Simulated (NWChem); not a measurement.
# CH6N+ (methanamine, conjugate acid): levels of theory compared

We compute a comparison of 6 runs (HF/def2-TZVP, PBE/def2-TZVP, SVWN5/def2-TZVP, MP2/def2-TZVP, CCSD/def2-TZVP, CCSD(T)/def2-TZVP) of CH6N+ (methanamine, conjugate acid). 

The results are computed with NWChem 7.3.0.

1 further run of the same task is left out (it didn't finish).

### 1 The structure to begin with

The species is CH6N+ (8 atoms), meant as a singlet with charge +1. As SMILES, `C[NH3+]`. The N2–H7 distance was set to 1.841 Å, away from the relaxed value. At this shape a bond of the SMILES string is far longer than usual.

Bond lengths: C1–N2 1.497 Å, C1–H3 1.087 Å, C1–H4 1.088 Å, C1–H5 1.087 Å, N2–H6 1.023 Å, N2–H8 1.023 Å. Angles: C1–N2–H6 111.4°, C1–N2–H8 111.4°, N2–C1–H3 108.5°, N2–C1–H4 108.5°, N2–C1–H5 108.5°, H6–N2–H8 107.4°, H3–C1–H4 110.4°, H3–C1–H5 110.4°, H4–C1–H5 110.4°.

### 2 The energy at HF/def2-TZVP (run 1)

a.nw reads:

```
start a
memory stack 880 mb heap 220 mb global 1100 mb
charge 1

geometry noautosym nocenter noautoz
  C       -1.022015       0.477550      -0.653641
  N       -0.578215      -0.100050       0.654259
  H       -0.837915      -0.256250      -1.434841
  H       -2.083715       0.703950      -0.588041
  H       -0.451315       1.383850      -0.841741
  H       -0.731415       0.555850       1.423659
  H        1.214900      -0.515300       0.632300
  H       -1.088715      -0.957750       0.876459
end

basis spherical bse
  * library def2-TZVP
end

scf
  thresh 1e-08
  maxiter 80
end

task scf energy
```

Command:

```sh
$ nwchem a.nw > a.out
```

Standard output:

```text
[...]
  functions       =    98
[...]
  wavefunction    = RHF
[...]
         Total SCF energy =    -95.457338046552
      One-electron energy =   -214.115649678826
      Two-electron energy =     72.967794030354
 Nuclear repulsion energy =     45.690517601919
        Time for solution =     14.8s
[...]
```

Wall time 16 s (1 thread of AMD EPYC 7B13 (Zen 3), shared host); peak memory 0.1 GiB.

### 3 The energy at PBE/def2-TZVP (run 2)

run.py reads:

```python
from ase import Atoms
from ase.calculators.nwchem import NWChem

molecule = Atoms('CNHHHHHH', positions=[
    [-1.022015, 0.477550, -0.653641],
    [-0.578215, -0.100050, 0.654259],
    [-0.837915, -0.256250, -1.434841],
    [-2.083715, 0.703950, -0.588041],
    [-0.451315, 1.383850, -0.841741],
    [-0.731415, 0.555850, 1.423659],
    [1.214900, -0.515300, 0.632300],
    [-1.088715, -0.957750, 0.876459],
])

calc = NWChem(
    label='geom',
    theory='dft',
    memory='2200 mb',
    basis='def2-TZVP',
    basispar='spherical bse',
    charge=1,
    dft={'xc': 'xpbe96 cpbe96', 'mult': '1', 'grid': 'fine', 'convergence': 'energy 1e-08', 'iterations': '100', 'mulliken': None},
    task='energy',
)
molecule.calc = calc

print("Total energy (eV):", round(molecule.get_potential_energy(), 6))
print("dipole (e A):", molecule.get_dipole_moment().round(4))
```

Command:

```sh
$ export ASE_NWCHEM_COMMAND="nwchem PREFIX.nwi > PREFIX.nwo"
$ python run.py
```

Standard output:

```text
Total energy (eV): -2612.171644
dipole (e A): [-0.4067 -0.053   0.412 ]
```

The calculator wrote geom.nwi:

```
title "geom"

permanent_dir geom

scratch_dir geom

start geom

geometry units angstrom nocenter noautosym noautoz
  C  -1.0220149999999999e+00 4.7754999999999997e-01 -6.5364100000000003e-01
  N  -5.7821500000000003e-01 -1.0005000000000000e-01 6.5425900000000003e-01
  H  -8.3791499999999997e-01 -2.5624999999999998e-01 -1.4348410000000000e+00
  H  -2.0837150000000002e+00 7.0394999999999996e-01 -5.8804100000000004e-01
  H  -4.5131500000000002e-01 1.3838500000000000e+00 -8.4174099999999996e-01
  H  -7.3141500000000004e-01 5.5584999999999996e-01 1.4236590000000000e+00
  H  1.2149000000000001e+00 -5.1529999999999998e-01 6.3229999999999997e-01
  H  -1.0887150000000001e+00 -9.5774999999999999e-01 8.7645899999999999e-01
end

charge 1

memory 2200 mb

basis spherical bse noprint
   * library def2-TZVP
end

dft
  xc xpbe96 cpbe96
  mult 1
  grid fine
  convergence energy 1e-08
  iterations 100
  mulliken
end

task dft energy
```

geom.nwo (excerpt; [...] marks lines left out):

```text
[...]
      One electron energy =     -214.262043933850
[... 1 line left out ...]
    Exchange-Corr. energy =      -14.019848137388
[... 6 lines left out ...]
                       DFT Final Molecular Orbital Analysis
[... 707 lines left out ...]
    Atom       Charge   Shell Charges
[...]
```

Run time: 21 s. Hardware: 1 thread of AMD EPYC 7B13 (Zen 3), shared host; peak memory 0.12 GiB.

Runs 3 to 4 aren't shown in full; the table further down has their settings and results.

### 4 A single-point energy at CCSD/def2-TZVP (run 5)

ch6n.nw reads:

```
echo
start ch6n
title "CH6N ccsd"
memory stack 880 mb heap 220 mb global 1100 mb
charge 1

geometry units angstroms noautosym nocenter noautoz
  C     -1.022015     0.477550    -0.653641
  N     -0.578215    -0.100050     0.654259
  H     -0.837915    -0.256250    -1.434841
  H     -2.083715     0.703950    -0.588041
  H     -0.451315     1.383850    -0.841741
  H     -0.731415     0.555850     1.423659
  H      1.214900    -0.515300     0.632300
  H     -1.088715    -0.957750     0.876459
end

basis spherical bse
  * library def2-TZVP
end

scf
  nopen 0
  rhf
  thresh 1e-08
  maxiter 80
  print medium
end

ccsd
  freeze core 2
  maxiter 60
end

task ccsd energy
```

Command:

```sh
$ nwchem ch6n.nw > ch6n.out
```

Standard output:

```text
[...]
  functions       =    98
[...]
  wavefunction    = RHF
[...]
         Total SCF energy =    -95.457338046552
      One-electron energy =   -214.115649678826
      Two-electron energy =     72.967794030354
 Nuclear repulsion energy =     45.690517601919
        Time for solution =     14.6s
[...]
 Total MP2 energy:            -95.862526314432387
[...]
             energy      energy      error      ampl     ampl      Block
                                                time     time      time
[...]
 Total CCSD energy:            -95.893709982829833
[...]
```

It took 2.3 min on 1 thread of AMD EPYC 7B13 (Zen 3), shared host; peak memory 0.17 GiB.

### 5 A single-point energy at CCSD(T)/def2-TZVP (run 6)

ch6n.xyz reads:

```xyz
8

C     -1.022015     0.477550    -0.653641
N     -0.578215    -0.100050     0.654259
H     -0.837915    -0.256250    -1.434841
H     -2.083715     0.703950    -0.588041
H     -0.451315     1.383850    -0.841741
H     -0.731415     0.555850     1.423659
H      1.214900    -0.515300     0.632300
H     -1.088715    -0.957750     0.876459
```

ch6n.nw reads:

```
start ch6n
memory 2200 mb
charge 1

geometry units angstrom noautosym nocenter noautoz
   load format xyz ch6n.xyz
end

basis spherical bse
   C library def2-TZVP
   N library def2-TZVP
   H library def2-TZVP
end

scf
   thresh 1e-08
   maxiter 80
end

ccsd
   freeze core 2
   maxiter 60
end

task ccsd(t) energy
```

Command:

```sh
$ nwchem ch6n.nw > ch6n.out
```

Standard output:

```text
[...]
  functions       =    98
[...]
  wavefunction    = RHF
[...]
         Total SCF energy =    -95.457338046551
      One-electron energy =   -214.115649678818
      Two-electron energy =     72.967794030349
 Nuclear repulsion energy =     45.690517601919
        Time for solution =     14.7s
[...]
 Total MP2 energy:            -95.862526314430980
[...]
             energy      energy      error      ampl     ampl      Block
                                                time     time      time
[...]
 Total CCSD energy:            -95.893709982829122
[...]
 Total CCSD+T(CCSD) energy:            -95.910946099951971
[...]
 Total CCSD(T) energy:                 -95.910553094912828
[...]
```

It took 2.5 min on 1 thread of AMD EPYC 7B13 (Zen 3), shared host; peak memory 0.23 GiB.

### 6 All runs side by side

| run | level | iteration cap | module | energy (Eh) | HOMO energy (eV) | LUMO energy (eV) | HOMO–LUMO gap (eV) | wall time |
| --- | --- | --- | --- | --- | --- | --- | --- | --- |
| 1 | HF/def2-TZVP | 80 | scf | -95.457338 | -19.03 | -6.35 | 12.68 | 16 s |
| 2 | PBE/def2-TZVP | 100 | dft | -95.995538 | -14.84 | -10.97 | 3.87 | 21 s |
| 3 | SVWN5/def2-TZVP | 100 | dft | -95.264684 | -14.79 | -10.90 | 3.89 | 13 s |
| 4 | MP2/def2-TZVP | 80 | mp2 | -95.862526 | – | – | – | 18 s |
| 5 | CCSD/def2-TZVP | 80 | ccsd | -95.893710 | -19.03 | -6.35 | 12.68 | 2.3 min |
| 6 | CCSD(T)/def2-TZVP | 80 | ccsd(t) | -95.910553 | -19.03 | -6.35 | 12.68 | 2.5 min |

### 7 Summary of results

| quantity | value |
| --- | --- |
| run 6: total energy | -95.91055 Eh |
| run 6: HOMO energy (Hartree–Fock orbitals) | -19.03 eV |
| run 6: LUMO energy (Hartree–Fock orbitals) | -6.35 eV |
| run 6: HOMO–LUMO gap (Hartree–Fock orbitals) | 12.68 eV |
| run 6: correlation energy (2 core orbitals frozen) | -453.2 mEh |
| run 6: (T) correction | -16.84 mEh |

What this shows: Below the HF energy at the same shape and in the same basis (def2-TZVP): MP2 -405.2 mEh; CCSD -436.4 mEh; CCSD(T) -453.2 mEh. Over runs 1, 2, 3 the HOMO–LUMO gap runs from 3.87 eV (PBE/def2-TZVP) to 12.68 eV (HF/def2-TZVP). Exact exchange widens orbital gaps. Totals of different functionals can't be ranked against each other. All runs together took 6 min, the longest 2.5 min.
